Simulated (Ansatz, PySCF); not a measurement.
Process, species as SMILES: CC#N [acetonitrile] -> CC#N as doublet, charge +1 + e-
Structures are relaxed separately at B3LYP-D3(BJ)/def2-TZVP in Ansatz (an electronic-structure program). A spin state is the lowest found, not a proven ground state.
Geometry of the first species:
```
C
H 1 1.0902
H 1 1.0902 2 108.78
H 1 1.0902 2 108.78 3 118.36
C 1 1.4544 2 110.15 3 -120.82
N 5 1.1493 3 150.78 1 180.00
```

Quantity: adiabatic ionisation energy (0 K, with B3LYP-D3(BJ) harmonic zero-point energies from PySCF), in eV. Cores are frozen in the correlated levels unless marked. Open shells are spin-unrestricted. Spin-orbit coupling is left out. Non-relativistic unless marked X2C. CBS(X,Y): correlation extrapolated as X^-3; Hartree-Fock from the larger set. The bracket is a focal-point correction in the basis named.

```csv
level,program,adiabatic ionisation energy (eV)
HF/STO-3G,Ansatz,9.79
HF/cc-pVTZ,Ansatz,10.72
HF-D4/def2-TZVPD,PySCF + dftd4,10.79
RI-HF/cc-pVQZ,Ansatz,10.73
TPSS-D3(BJ)/def2-TZVPD,PySCF + dftd3,11.62
r2SCAN-D4/def2-TZVPD,Ansatz + dftd4,11.66
B3LYP-D3(BJ)/def2-TZVPD,Ansatz + dftd3,11.84
```

Problem. Estimate the value at RI-MP2/CBS(cc-pVTZ,cc-pVQZ)+[CCSD(T)-MP2]/cc-pVTZ as computed with Ansatz.

Solution. 12.21 eV
